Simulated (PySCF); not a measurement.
Work out the structure from these simulated measurements.

Formula: C2H3F3.

- XPS: C1s 292.0, C1s 298.5, F1s 694.0 (×3) eV [ΔSCF SCAN, pcX-2 on the ionised atom, pcseg-1 elsewhere, spin-free X2C]
- Rotational structure: rotational constants A, B, C: 5.525, 5.224, 5.222 GHz [PBE0-D3(BJ)/def2-SVP]
- Couplings: largest of the computed one-bond spin–spin couplings (means over like bonds): 19F–13C -340.4 (×3), 13C–1H +137.2 (×3), 13C–13C +67.3 Hz [B3LYP/pcJ-1]
- UV, strongest line: among the 10 lowest singlet transitions: S8/S9 at 12.12 eV (102 nm, f = 0.218 summed over these states) [TDDFT PBE0/def2-SVPD]
- Polarisability: 29.3 au [PBE0/def2-SVPD]
- Dipole: 2.31 D [PBE0/def2-SVPD]
- UV, first state: lowest singlet excitation: 10.51 eV (118 nm, f = 0.064) [TDDFT PBE0/def2-SVPD]
- Valence photoelectron: vertical ionisation energy: 13.60 eV [ΔSCF PBE0/def2-SVPD]

Gas-phase values; electronic properties from PySCF, density fitting. Levels stand in brackets. Geometry: PBE0-D3(BJ)/def2-SVP; no solvent, vibrations or thermal averaging.

Task: Give a SMILES that accounts for the data.

Result: Numbering: `[CH3:1][C:2]([F:3])([F:4])[F:5]`. Its formula, C2H3F3, gives 0 degrees of unsaturation, so no ring and no π bond. The couplings run between: -340.4 Hz, fluorine of a CF3 group [F3] and CF3 carbon [C2] (with 2 like pairs); +137.2 Hz, methyl carbon [C1] and its hydrogen (with 2 like pairs); +67.3 Hz, methyl carbon [C1] and CF3 carbon [C2]. The core levels belong to: C1s 292.0 eV, methyl carbon [C1]; C1s 298.5 eV, CF3 carbon [C2]; F1s 694.0 eV, fluorine of a CF3 group [F3/F4/F5]. The first electron is taken from the HOMO, whose largest Löwdin shares are 0.25 on the methyl carbon, 0.18 on each of 2 atoms of one kind (fluorine of a CF3 group) and 0.17 on a fluorine of a CF3 group. The optimised geometry has point group C3v and is a prolate symmetric top (the spread among constants that symmetry makes equal is optimisation noise). Structure: `FC(F)(C)F`. Computed isomers that give other values at the same levels: `FCC(F)F` (core binding energies: C1s 294.1, C1s 296.2, F1s 693.4, F1s 693.8 (×2) eV). The assignments are read from this structure; whether some other isomer fits the data as well wasn't checked.
